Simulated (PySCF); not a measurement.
Species: FH₃P (charge +1).
Z-matrix (Å and degrees, PBE0-D3(BJ)/def2-SVP geometry), rows numbered from 1:
```
F 
P   1  1.5482
H   2  1.4083  1  108.28
H   2  1.4081  1  108.25  3   120.08
H   2  1.4083  1  108.36  3  -119.82
```

Computed with PySCF at PBE0/pcSseg-1 and PBE0/def2-SVPD, non-relativistic, on one gas-phase PBE0-D3(BJ)/def2-SVP geometry that isn't relaxed in the solvent. The solvent is an IEF-PCM continuum (Bondi radii, 1.10 Å for H, scaled by 1.2). The model holds no explicit solvent molecules, cavitation or dispersion.

Gas phase at PBE0/pcSseg-1: HOMO -18.55 eV, LUMO -7.63 eV.

**Question.** What does the continuum do to the energy and the frontier levels at PBE0/pcSseg-1 in acetone and water?

**Answer.** 
```json
{"solvent": "acetone", "ε": "20.49", "E(solvent) − E(gas) (kcal/mol)": "-73.57", "polarisation term (kcal/mol)": "-74.33", "distortion of the solute (kcal/mol)": "0.76", "HOMO (eV)": "-12.73", "LUMO (eV)": "-1.73"}
{"solvent": "water", "ε": "78.36", "E(solvent) − E(gas) (kcal/mol)": "-76.43", "polarisation term (kcal/mol)": "-77.28", "distortion of the solute (kcal/mol)": "0.85", "HOMO (eV)": "-12.51", "LUMO (eV)": "-1.50"}
```

The first energy column is the sum of the next two and covers electrostatics alone. From acetone to water the lowering changes by a factor 1.04, Born's factor 1 − 1/ε by 1.04 and ε itself by 3.8.

**Question.** Which radius a makes Born's formula ΔE = −(q²/2a)(1 − 1/ε) give the value in water?

**Answer.** a = q²(1 − 1/ε)/(2|ΔE|) = 2.14 Å, with q = +1 e and |ΔE| = 0.1218 Eh; the farthest nucleus lies 1.50 Å from the centroid of the nuclei. The formula assumes a point charge at the centre of a sphere.

**Question.** Which Hirshfeld charges (PBE0/pcSseg-1) respond most in acetone (means over atoms taken as equivalent)?

**Answer.** 
| atoms | environment | gas (e) | solvent (e) | change |
| --- | --- | --- | --- | --- |
| F1 | phosphorus-bound fluorine | -0.024 | -0.056 | -0.032 |
| P2 | phosphorus bonded to F and 3 H | +0.679 | +0.696 | +0.017 |
| H3/H4/H5 | P–H hydrogen | +0.115 | +0.120 | +0.005 |

Gas phase at PBE0/def2-SVPD: HOMO -18.61 eV, LUMO -7.84 eV.

**Question.** What does the continuum do to the energy and the frontier levels at PBE0/def2-SVPD in acetone?

**Answer.** 
| solvent | ε | E(solvent) − E(gas) (kcal/mol) | polarisation term (kcal/mol) | distortion of the solute (kcal/mol) | HOMO (eV) | LUMO (eV) |
| --- | --- | --- | --- | --- | --- | --- |
| acetone | 20.49 | -72.77 | -73.65 | 0.88 | -12.78 | -1.93 |

**Question.** How does the static polarisability (PBE0/def2-SVPD, frozen core, with the continuum's full static response) change?

**Answer.** 
```json
{"medium": "gas", "isotropic (au)": "20.5", "principal values (au)": "20.4, 20.4, 20.7", "⟨r²⟩ of the electrons (bohr²)": "108.8"}
{"medium": "acetone", "isotropic (au)": "25.5", "principal values (au)": "24.9, 25.8, 25.8", "⟨r²⟩ of the electrons (bohr²)": "109.0"}
```

The isotropic value in acetone is 1.24 times the gas-phase one; no cavity-field correction is applied. ⟨r²⟩ is taken about the centre of nuclear charge.

Hardware: one thread of an Arm Neoverse V1, shared host. Cost: 1.2 s, 0.39 GiB resident at most. This is the whole shielding run at PBE0/pcSseg-1 in water, SCF included.
